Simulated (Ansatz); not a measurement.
Isomers of C2H6S, B3LYP-D3(BJ)/def2-TZVP minima from an xTB search, which can miss the lowest.
Isomer 1, SMILES CCS (charge 0, multiplicity 1):
```xyz
9

C     -0.88843     0.34708    -0.16572
C      0.22907    -0.63302     0.15456
S      1.88372    -0.08996    -0.40651
H     -1.85302    -0.05621     0.15395
H     -0.93502     0.54978    -1.23591
H     -0.73506     1.29694     0.34961
H      0.07362    -1.58159    -0.36144
H      0.27323    -0.85107     1.22145
H      1.95187     1.01804     0.35081
```
Isomer 2, SMILES CSC (charge 0, multiplicity 1, Z-matrix in Å and degrees):
```
S
C 1 1.8111
H 2 1.0891 1 107.18
H 2 1.0906 3 108.89 1 120.22
H 2 1.0906 3 108.89 4 119.56
C 1 1.8112 2 99.32 3 180.00
H 6 1.0891 1 107.18 2 -180.00
H 6 1.0906 7 108.89 1 -120.22
H 6 1.0906 7 108.89 8 -119.56
```

Correlated levels freeze the cores. MP2 and its Hartree–Fock in cc-pV(Q+d)Z are density fitted.

Programs: Ansatz (Gaussian basis) for Hartree–Fock, density functionals and correlated methods. 

The energy of isomer 2 above isomer 1 is E(isomer 2) − E(isomer 1). Total energies (hartree):

| level | isomer 2 | isomer 1 |
|---|---|---|
| HF/cc-pV(T+d)Z | -476.8043813 | -476.8073452 |
| MP2/cc-pV(T+d)Z | -477.3429600 | -477.3458016 |
| HF/cc-pV(Q+d)Z | -476.8132290 | -476.8161515 |
| MP2/cc-pV(Q+d)Z | -477.3894482 | -477.3918450 |
| CCSD(T)/cc-pV(T+d)Z | -477.4094584 | -477.4128891 |

Work out the energy of isomer 2 above isomer 1 at the basis-set limit: extrapolate the MP2 correlation part as X⁻³, take Hartree–Fock from the larger set, and add the CCSD(T) − MP2 difference of cc-pV(T+d)Z.


1. Differences (1 hartree = 627.509 kcal/mol): HF/cc-pV(T+d)Z 1.860; MP2/cc-pV(T+d)Z 1.783; HF/cc-pV(Q+d)Z 1.834; MP2/cc-pV(Q+d)Z 1.504; CCSD(T)/cc-pV(T+d)Z 2.153.
2. Correlation parts, MP2 less HF: -0.077 in cc-pV(T+d)Z (X = 3), -0.330 in cc-pV(Q+d)Z (X = 4).
3. Limit (4³·(-0.330) − 3³·(-0.077))/(4³ − 3³) = -0.515; with HF/cc-pV(Q+d)Z it gives 1.319.
4. CCSD(T) less MP2 in cc-pV(T+d)Z: 0.370.
Result: 1.69 kcal/mol, against 1.78 at MP2/cc-pV(T+d)Z. It is an estimate of this method's limit, not of the exact value.

Ansatz is a quantum-chemistry and plane-wave program.
